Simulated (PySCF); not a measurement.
Compound: 1-fluorobutane, C4H9F.
Bonds: C1–C2, C2–C3, C3–C4, C4–F5. Hydrogens: H6, H7, H8 on C1; H9, H10 on C2; H11, H12 on C3; H13, H14 on C4.

The same species was optimised twice, with GFN2-xTB and with PBE0-D3(BJ)/def2-SVP (PySCF), and the same property calculations (PySCF, gas phase) were run on both structures.

| coordinate | GFN2-xTB | PBE0-D3(BJ)/def2-SVP | change |
| --- | --- | --- | --- |
| C1–H7 (Å) | 1.088 | 1.102 | +0.014 |
| C1–H6 (Å) | 1.088 | 1.102 | +0.014 |
| C1–H8 (Å) | 1.087 | 1.100 | +0.013 |
| C3–H11 (Å) | 1.092 | 1.104 | +0.012 |
| C3–H12 (Å) | 1.092 | 1.104 | +0.012 |
| C2–H10 (Å) | 1.093 | 1.105 | +0.012 |
| C3–C4 (Å) | 1.521 | 1.510 | -0.011 |
| C2–H9 (Å) | 1.092 | 1.102 | +0.010 |
| C4–H14 (Å) | 1.095 | 1.105 | +0.010 |
| C4–H13 (Å) | 1.095 | 1.104 | +0.009 |
| C2–C3 (Å) | 1.528 | 1.522 | -0.006 |
| C1–C2 (Å) | 1.523 | 1.520 | -0.003 |
| C4–F5 (Å) | 1.376 | 1.376 | 0.000 |
| H11–C3–H12 (°) | 108.2 | 106.2 | -2.0 |
| H9–C2–H10 (°) | 107.8 | 105.9 | -1.9 |
| F5–C4–H13 (°) | 106.4 | 108.2 | +1.8 |
| H13–C4–H14 (°) | 110.0 | 108.1 | -1.9 |
| C1–C2–C3 (°) | 111.7 | 113.3 | +1.6 |
| F5–C4–H14 (°) | 106.5 | 108.0 | +1.5 |
| C2–C3–C4 (°) | 112.1 | 113.5 | +1.4 |
| C2–C1–H8 (°) | 110.5 | 111.6 | +1.1 |
| C1–C2–C3–C4 (°) | 180 | 178 | -2 |
| C2–C3–C4–F5 (°) | -66 | -61 | +5 |

Rotational constants: A = 12847, B = 2337, C = 2169 MHz (GFN2-xTB) against A = 12568, B = 2362, C = 2175 MHz (PBE0-D3(BJ)/def2-SVP). Point groups within 0.08 Å: C1 and C1.

On the GFN2-xTB structure: lowest singlet, TDDFT (eV) 8.90 [CAM-B3LYP/def2-SVPD]; isotropic polarisability (au) 51.6 [CAM-B3LYP/def2-SVPD]; HOMO (eV) -10.52 [CAM-B3LYP/def2-SVPD]; LUMO (eV) 1.43 [CAM-B3LYP/def2-SVPD]; dipole (D) 1.85 [CAM-B3LYP/def2-SVPD]; HOMO (eV) -8.98 [PBE0/pcSseg-1]; LUMO (eV) 1.59 [PBE0/pcSseg-1]; dipole (D) 1.77 [PBE0/pcSseg-1]; GIAO shielding of C1 (ppm) 169.9 [PBE0/pcSseg-1]; GIAO shielding of C2 (ppm) 162.3 [PBE0/pcSseg-1]; GIAO shielding of C3 (ppm) 148.5 [PBE0/pcSseg-1]; GIAO shielding of C4 (ppm) 99.6 [PBE0/pcSseg-1]; GIAO shielding of F5 (ppm) 421.5 [PBE0/pcSseg-1]; C1s of C1 (eV) 290.56 [delta-SCF UKS SCAN, pcX-2 on the ionised atom, pcseg-1 elsewhere, spin-free X2C]; C1s of C2 (eV) 290.59 [delta-SCF UKS SCAN, pcX-2 on the ionised atom, pcseg-1 elsewhere, spin-free X2C]; C1s of C3 (eV) 290.77 [delta-SCF UKS SCAN, pcX-2 on the ionised atom, pcseg-1 elsewhere, spin-free X2C]; C1s of C4 (eV) 292.93 [delta-SCF UKS SCAN, pcX-2 on the ionised atom, pcseg-1 elsewhere, spin-free X2C]; F1s of F5 (eV) 692.23 [delta-SCF UKS SCAN, pcX-2 on the ionised atom, pcseg-1 elsewhere, spin-free X2C].

**Question.** What do these properties become on the PBE0-D3(BJ)/def2-SVP structure?

**Answer.** 
| property | level | on GFN2-xTB | on PBE0-D3(BJ)/def2-SVP | change |
| --- | --- | --- | --- | --- |
| lowest singlet, TDDFT (eV) | CAM-B3LYP/def2-SVPD | 8.90 | 8.93 | +0.03 |
| isotropic polarisability (au) | CAM-B3LYP/def2-SVPD | 51.6 | 52.4 | +0.8 |
| HOMO (eV) | CAM-B3LYP/def2-SVPD | -10.52 | -10.59 | -0.07 |
| LUMO (eV) | CAM-B3LYP/def2-SVPD | 1.43 | 1.42 | -0.01 |
| dipole (D) | CAM-B3LYP/def2-SVPD | 1.85 | 1.84 | -0.01 |
| energy, GFN2-xTB geometry as zero (kcal/mol) | CAM-B3LYP/def2-SVPD | 0.0 | -0.5 | -0.5 |
| HOMO (eV) | PBE0/pcSseg-1 | -8.98 | -9.06 | -0.08 |
| LUMO (eV) | PBE0/pcSseg-1 | 1.59 | 1.55 | -0.04 |
| dipole (D) | PBE0/pcSseg-1 | 1.77 | 1.75 | -0.02 |
| energy, GFN2-xTB geometry as zero (kcal/mol) | PBE0/pcSseg-1 | 0.0 | -0.5 | -0.5 |
| GIAO shielding of C1 (ppm) | PBE0/pcSseg-1 | 169.9 | 168.2 | -1.7 |
| GIAO shielding of C2 (ppm) | PBE0/pcSseg-1 | 162.3 | 162.3 | 0.0 |
| GIAO shielding of C3 (ppm) | PBE0/pcSseg-1 | 148.5 | 148.0 | -0.5 |
| GIAO shielding of C4 (ppm) | PBE0/pcSseg-1 | 99.6 | 100.1 | +0.5 |
| GIAO shielding of F5 (ppm) | PBE0/pcSseg-1 | 421.5 | 420.5 | -1.0 |
| C1s of C1 (eV) | delta-SCF UKS SCAN, pcX-2 on the ionised atom, pcseg-1 elsewhere, spin-free X2C | 290.56 | 290.66 | +0.10 |
| C1s of C2 (eV) | delta-SCF UKS SCAN, pcX-2 on the ionised atom, pcseg-1 elsewhere, spin-free X2C | 290.59 | 290.65 | +0.06 |
| C1s of C3 (eV) | delta-SCF UKS SCAN, pcX-2 on the ionised atom, pcseg-1 elsewhere, spin-free X2C | 290.77 | 290.82 | +0.05 |
| C1s of C4 (eV) | delta-SCF UKS SCAN, pcX-2 on the ionised atom, pcseg-1 elsewhere, spin-free X2C | 292.93 | 292.99 | +0.06 |
| F1s of F5 (eV) | delta-SCF UKS SCAN, pcX-2 on the ionised atom, pcseg-1 elsewhere, spin-free X2C | 692.23 | 692.29 | +0.06 |

The heavy atoms differ by 0.028 Å rms after alignment. Among all bonds C1–H6, C1–H7 and C1–H8 change most and about equally (+0.013 to +0.014 Å). Changes are differences of the printed values. Neither structure is proved a minimum here.

The values belong to the conformer `[CH3:1][CH2:2][CH2:3][CH2:4][F:5]`: C1–C2–C3–C4 178°, C2–C3–C4–F5 -61°.
